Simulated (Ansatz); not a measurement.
All values below come from frozen-core CCSD(T)/cc-pVTZ // B3LYP-D3(BJ)/def2-TZVP (Ansatz, a quantum-chemistry and plane-wave program).

Ansatz 0.2 input:
```yaml
crystal:
  periodic: [false, false, false]
  atoms:
    - { symbol: Cl, position_ang: [-1.516059, -0.447083, -1.277825] }
    - { symbol: Si, position_ang: [-0.000031, -0.00004, 0.000004] }
    - { symbol: Cl, position_ang: [0.101616, 2.014163, 0.252314] }
    - { symbol: Cl, position_ang: [-0.34132, -0.891223, 1.794539] }
    - { symbol: Cl, position_ang: [1.755796, -0.675816, -0.769033] }
basis:
  gaussian: { orbitals: cc-pVTZ }
correlation:
  method: ccsd_t
```

Output:

```
Functional definition: HF
1024 factors; integrals over basis functions are off by at most 8.8e-4 eV
mean field evaluation 1: about -57882.8494 eV, gradient 2.4e1 eV
mean field evaluation 2: about -57883.3294 eV, gradient 2.6e1 eV
mean field evaluation 4: about -57885.1690 eV, gradient 2.1e0 eV
mean field evaluation 8: about -57885.2218 eV, gradient 7.8e-2 eV
mean field evaluation 16: about -57885.2218 eV, gradient 1.2e-6 eV
mean field -57885.22184351 eV, -2127.2426667362 hartree, gradient 1.2e-6 eV, S^2 0.000000; 0 other end points of the search recorded, 0 dependent functions left out
25 core orbitals not correlated
reference -57885.22184351 eV, -2127.2426667362 hartree; 16, 16 occupied and 129, 129 virtual orbitals, 1024 factors
second order -23.36754477 eV of doubles, -0.00000000 eV of singles
cycle   1  -24.38870604 eV  change    -1.0e0 eV  update   9.1e-2
cycle   2  -24.85317492 eV  change   -4.6e-1 eV  update   2.4e-2
cycle   3  -24.94180154 eV  change   -8.9e-2 eV  update   1.1e-2
cycle   4  -24.93267576 eV  change    9.1e-3 eV  update   2.3e-3
cycle   5  -24.93175363 eV  change    9.2e-4 eV  update   7.7e-4
cycle   6  -24.93152614 eV  change    2.3e-4 eV  update   2.0e-4
cycle   7  -24.93145684 eV  change    6.9e-5 eV  update   6.8e-5
cycle   8  -24.93148061 eV  change   -2.4e-5 eV  update   1.7e-5
perturbative correction -1.09470145 eV, -0.0402295362 hartree
Total energy: -57911.24802556 eV, -2128.1991112855 hartree
```

Cost: around 60 core-seconds (rough).
